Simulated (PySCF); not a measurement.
**Dipole moment and polarisability of `Fc1ncns1`**

Species: C2HFN2S.
Cartesian coordinates in Å at the PBE0-D3(BJ)/def2-SVP level; atoms count from 1:
```
atom  x, y, z in Å
F1     2.046   -0.117   -1.104
C2     0.947    0.029   -0.421
N3     0.115   -0.922   -0.179
C4    -0.906   -0.398    0.556
N5    -0.902    0.867    0.883
S6     0.476    1.553    0.247
H7    -1.733   -1.036    0.876
```

Level: B3LYP/def2-SVPD (PySCF), static field, nuclei fixed, core orbitals frozen in the response. The polarisability tensor in these axes (au):

```
x   54.15  5.53 -9.96
y    5.53 60.89  3.52
z   -9.96  3.52 41.50
```

Question: Give the principal values, the mean and the anisotropy Δα = √{½[(α1 − α2)² + (α2 − α3)² + (α1 − α3)²]}.

Answer: Principal values 34.74, 57.58 and 64.22 au; mean 52.18 au = 7.73 Å³ = 8.60 × 10⁻⁴⁰ C²·m²/J; Δα = 26.78 au (51 % of the mean).

Question: What is the dipole moment, and where does it point?

Answer: (0.19, 0.55, 0.03) D, 0.58 D in size, pointing from the negative to the positive side. Measured along this direction, the outermost atoms are H7 at the negative end and S6 at the positive end.

Question: What are the principal values of the traceless quadrupole moment, Θ = ½Σq(3rr − r²1), about the centre of nuclear charge?

Answer: -7.21, 1.18, 6.03 D·Å. The values depend on the origin, since the dipole doesn't vanish. The electronic extent ⟨r²⟩ about the same centre is 516 bohr², a root-mean-square distance of 1.67 Å for the 52 electrons.

Question: What would n − 1 = 2πNα be for an ideal gas of these molecules at 350 K and 1 atm, electronic part alone?

Answer: N = p/kT = 2.0968 × 10¹⁹ cm⁻³, so n − 1 = 2π × N × 7.73 × 10⁻²⁴ cm³ = 1019 × 10⁻⁶ at long wavelengths, for an ideal gas.

Question: Orientational against electronic polarisability at 350 K (dilute gas, rigid molecules)?

Answer: In Gaussian units μ²/3kT = 2.32 Å³ against 7.73 Å³, a ratio of 0.30; the Debye molar polarisation (4π/3)N_A(α + μ²/3kT) is 25.4 cm³/mol, leaving out the vibrational part.

Question: Sum over states: ᾱ = Σ f/ω², ω in Eh. What share falls to these 6 lowest TDDFT singlets (eV, f)? 5.44, 0.0014; 5.85, 0.0003; 5.97, 0.0827; 6.36, 0.0021; 6.53, 0.0077; 6.60, 0.0346.

Answer: They add up to 2.52 au, 4.8 % of the 52.18 au; the largest single term is 1.72 au, from the state at 5.97 eV. Terms in order: 0.03, 0.01, 1.72, 0.04, 0.13, 0.59 au. Higher excitations give the rest. The strengths listed sum to 0.129.

Geometry: PBE0-D3(BJ)/def2-SVP; no solvent, vibrations or thermal averaging.
